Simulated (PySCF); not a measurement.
Si(F)4 anion (F₄Si), SMILES F[Si](F)(F)F (connectivity only; charge and spin as stated), charge -1, multiplicity 2.

Coordinates come from a PBE0-D3(BJ)/def2-SVPD optimisation. The spin state was assumed, not searched. The isomer is the one that the SMILES or the coordinates give; other isomers of the formula were not compared.

Computed with PBE/def2-SVPD run with PySCF.

 A positive occupied level means that this level leaves the electron formally unbound; only the finite basis holds it.

Q: Estimate the frontier levels, dipole moment and polarisability. (Estimate from the structure and the level; the computed values follow.)

A: 
- α spin, highest occupied and lowest empty level: 0.76 and 4.70 eV
- β spin, highest occupied and lowest empty level: -3.44 and 2.31 eV
- dipole moment about the centre of nuclear charge: 0.12 D
- mean static polarisability: 45.8 bohr³ (6.79 Å³)
- polarisability, principal values: 43.4, 46.1, 47.9 bohr³
- ⟨S²⟩: 0.752 (pure state 0.75)
